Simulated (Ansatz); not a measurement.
C$_{3}$H$_{10}$N$_{2}$, SMILES `CNCCN`, relaxed with RKS PBE0-D4/def2-TZVP in Ansatz from a PBE-D4/def2-SVP geometry. The force threshold is 0.005 eV/Å; the program also tests the step.

The species carries charge 0 and has multiplicity 1.

Start:

```xyz
15

C    -1.150   -1.630    0.787
N    -0.145   -0.588    0.682
C     0.137   -0.153   -0.678
C     1.081    1.060   -0.661
N     0.599    2.211    0.096
H    -1.276   -1.936    1.846
H    -2.130   -1.242    0.437
H    -0.935   -2.554    0.187
H     0.730   -0.901    1.123
H     0.558   -0.964   -1.334
H    -0.830    0.146   -1.146
H     1.304    1.368   -1.705
H     2.059    0.737   -0.231
H     0.223    1.844    0.984
H    -0.223    2.602   -0.386
```

How much energy does the relaxation release, and in how many steps? (Best estimate.)

Ansatz gave: 1.51 kcal/mol, in 5 steps.

Which bonds change most? (Estimate.)

The calculation gave: C1–H8 from 1.122 to 1.103 Å; C3–H10 from 1.125 to 1.106 Å; C4–H13 from 1.116 to 1.098 Å; C3–H11 from 1.115 to 1.097 Å.

Give the relaxed structure. (Estimate.)

Computed: 
```xyz
15

C    -1.138   -1.643    0.774
N    -0.143   -0.598    0.695
C     0.116   -0.146   -0.656
C     1.070    1.040   -0.647
N     0.594    2.210    0.067
H    -1.246   -1.976    1.809
H    -2.106   -1.250    0.451
H    -0.913   -2.524    0.150
H     0.724   -0.918    1.111
H     0.517   -0.945   -1.306
H    -0.841    0.163   -1.095
H     1.305    1.323   -1.677
H     2.020    0.724   -0.197
H     0.217    1.908    0.959
H    -0.176    2.633   -0.438
```
